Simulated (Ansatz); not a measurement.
Worked example: HPN⁺, triplet against HPN, doublet

Geometry (PBE0/def2-TZVP stationary point of a doublet), kept for both states (HPN, doublet: A'; HPN⁺, triplet: A'):

```xyz
3

N     0.0000    0.0742    1.0838
P     0.0000   -0.0767   -0.4631
H     0.0000    1.3249   -0.8309
```

Basis 6-31G; Ansatz 0.2.0. Only valence electrons are correlated (noble-gas cores frozen). Prefix R: restricted or restricted open-shell reference; prefix U: unrestricted.

Full CI is exact within this basis and frozen core; it isn't the basis-set limit. The frozen core follows each run's orbitals, which can shift R against U totals by a few meV.

Unrestricted rows (U, and Kohn–Sham where it breaks symmetry) aren't spin-pure: their determinants' ⟨S²⟩ exceeds S(S+1) by up to 0.54, so they mix in states of higher spin.

| level | E(HPN, doublet) (hartree) | E(HPN⁺, triplet) (hartree) |
| --- | --- | --- |
| UHF | -395.597532 | -395.222889 |
| UMP2 | -395.715091 | -395.321943 |
| UCCSD(T) | -395.763044 | -395.372252 |
| PBE | -396.304803 | -395.888532 |
| wB97M-V | -396.476990 | -396.056612 |
| full CI | -395.765351 | -395.375784 |

Task: Give the vertical gap, HPN⁺ triplet less HPN doublet, at each level in eV (1 hartree = 27.2114 eV), and each error against full CI.

Result: full CI: (-395.375784 − (-395.765351)) × 27.2114 = 10.601 eV (the reference)
wB97M-V: (-396.056612 − (-396.476990)) × 27.2114 = 11.439 eV, error 0.838 eV
PBE: (-395.888532 − (-396.304803)) × 27.2114 = 11.327 eV, error 0.726 eV
UCCSD(T): (-395.372252 − (-395.763044)) × 27.2114 = 10.634 eV, error 0.033 eV
UMP2: (-395.321943 − (-395.715091)) × 27.2114 = 10.698 eV, error 0.097 eV
UHF: (-395.222889 − (-395.597532)) × 27.2114 = 10.195 eV, error -0.406 eV

Total energies of functionals can't be set beside those of wave-function methods, since they hold the core's correlation and their own absolute errors; only the differences compare.

The set has no polarisation functions, so the order and spacing of states can differ from the basis-set limit.

In so small a basis the reference is far from its limit while semilocal and hybrid functionals are nearer theirs, so the functionals' errors here hold much of the reference's basis and frozen-core error, which can add to them or hide them.

Each level lands on the state that its own search finds. T1 diagnostics of restricted CCSD: 0.045 and 0.092.
